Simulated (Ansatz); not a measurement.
Reaction (SMILES): FCF → C atom + 2 F atom + 2 H atom
B3LYP-D3(BJ)/def2-TZVP geometries, fixed; electronic energies without zero-point terms.

Basis-set convergence of the atomisation energy at PBE0 with Ansatz (a program for electronic structure). Cartesian d functions, on some or all atoms, in 6-31G*, 6-31+G*; all else is spherical. The program fits the integrals of some runs and decomposes those of others, by size. Open shells are unrestricted. No added dispersion term, no relativity. Functions are those of the species that has most. Reference: the value in aug-pcseg-3, 436.95 kcal/mol, itself unsure by roughly 0.29 kcal/mol (its mean distance from aug-cc-pVQZ, cc-pV5Z, def2-QZVPPD). Deviations are taken from unrounded values.

```tsv
basis	functions	atomisation energy (kcal/mol)
6-31G*	49	437.26
6-31+G*	61	432.65
cc-pVDZ	52	429.19
aug-cc-pVDZ	87	430.63
def2-SVP	52	440.33
def2-SVPD	82	440.79
pcseg-1	52	431.31
aug-pcseg-1	87	436.23
6-311G**	66	432.26
6-311+G**	78	431.01
def2-TZVP	105	435.77
def2-TZVPD	135	435.88
cc-pVTZ	118	436.48
aug-cc-pVTZ	184	436.33
pcseg-2	118	436.80
aug-pcseg-2	184	437.28
def2-TZVPP	121	436.21
def2-TZVPPD	151	436.28
cc-pVQZ	225	437.02
aug-cc-pVQZ	332	436.81
def2-QZVPP	231	436.41
def2-QZVPPD	261	436.41
pcseg-3	246	436.93
aug-pcseg-3	353	436.95
```

What the diffuse functions change, pair by pair:
- 6-31G* to 6-31+G*: 12 more functions, deviation 0.31 to -4.31 kcal/mol
- cc-pVDZ to aug-cc-pVDZ: 35 more functions, deviation -7.76 to -6.32 kcal/mol
- def2-SVP to def2-SVPD: 30 more functions, deviation 3.37 to 3.84 kcal/mol
- pcseg-1 to aug-pcseg-1: 35 more functions, deviation -5.65 to -0.72 kcal/mol
- 6-311G** to 6-311+G**: 12 more functions, deviation -4.69 to -5.94 kcal/mol
- def2-TZVP to def2-TZVPD: 30 more functions, deviation -1.18 to -1.08 kcal/mol
- cc-pVTZ to aug-cc-pVTZ: 66 more functions, deviation -0.47 to -0.62 kcal/mol
- pcseg-2 to aug-pcseg-2: 66 more functions, deviation -0.16 to 0.33 kcal/mol
- def2-TZVPP to def2-TZVPPD: 30 more functions, deviation -0.74 to -0.68 kcal/mol
- cc-pVQZ to aug-cc-pVQZ: 107 more functions, deviation 0.07 to -0.14 kcal/mol
- def2-QZVPP to def2-QZVPPD: 30 more functions, deviation -0.54 to -0.55 kcal/mol
- pcseg-3 to aug-pcseg-3: 107 more functions, deviation -0.02 to 0.00 kcal/mol

Leaving out the reference's own pair, they bring the value nearer the reference by more than 0.29 kcal/mol in 2 of 11 pairs.
